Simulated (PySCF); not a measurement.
Species: C₃H₆N₂O.
Atom-mapped SMILES: `[H]/[N:1]=[CH:2]\[CH2:3][NH:4][CH:5]=[O:6]` (hydrogens: H7 on N1; H8 on C2; H9, H10 on C3; H11 on N4; H12 on C5)

Cartesian coordinates in Å at the GFN2-xTB level; atoms count from 1:
```xyz
12
C3H6N2O angstrom
N     -1.7269    1.0315    0.8382
C     -1.6380    0.0299    0.0957
C     -0.4033   -0.5578   -0.5419
N      0.7660    0.2754   -0.3832
C      1.8416   -0.1325    0.3199
O      1.9495   -1.2047    0.8559
H     -0.8420    1.4959    1.0461
H     -2.5580   -0.5008   -0.1311
H     -0.1757   -1.5130   -0.0553
H     -0.6005   -0.7492   -1.6031
H      0.7552    1.1860   -0.8150
H      2.6334    0.6386    0.3478
```

Level of theory: PySCF 2.14.0, density-fitted response routines, TDDFT PBE0/def2-SVPD, vertical, gas phase, core orbitals frozen in the response.

Transition dipole moments from the ground state, in atomic units and in the frame of the coordinates above (overall signs are arbitrary), for the states with f of 0.002 or more among the lowest 8:

```
state  E (eV)      μx      μy      μz
   S1   5.323  -0.038   0.104  -0.117
   S3   6.629   0.139  -0.085  -0.106
   S4   6.653   0.124  -0.028  -0.085
   S5   6.818   0.044  -0.011   0.121
   S6   6.931   0.492   0.058   0.158
   S7   7.103   0.159   0.182  -0.076
   S8   7.219  -0.407   0.025   0.066
```

(1) Work out the oscillator strengths.

(2) What angle do the transition dipoles of S6 and S8 make?

(3) How is the summed strength of these states shared among x, y and z?

(4) What peak molar absorption coefficient would the strongest computed level give as a lone Gaussian band 0.3 eV wide at half height?

## Answers

(1) f = (2/3) ΔE |μ|² with ΔE in hartree (27.2114 eV).

```csv
state,|μ|² (au),|μ| (D),f
S1,0.026,0.41,0.003
S3,0.038,0.49,0.006
S4,0.023,0.39,0.004
S5,0.017,0.33,0.003
S6,0.271,1.32,0.046
S7,0.064,0.64,0.011
S8,0.171,1.05,0.030
```

(2) |cos θ| = |μa·μb| / (|μa| |μb|) = 0.88, so θ ≈ 29° (taken between 0 and 90°, since the signs are arbitrary).

(3) (2/3) Σ ΔE μα² gives 0.081 for x, 0.009 for y and 0.013 for z, 0.104 in all.

(4) ε(max) = 2.175×10⁸ f / FWHM, with the width in cm⁻¹. S6: 2.175×10⁸ × 0.0460 / 2420 ≈ 4100 L mol⁻¹ cm⁻¹.

One conformer stands for the species.
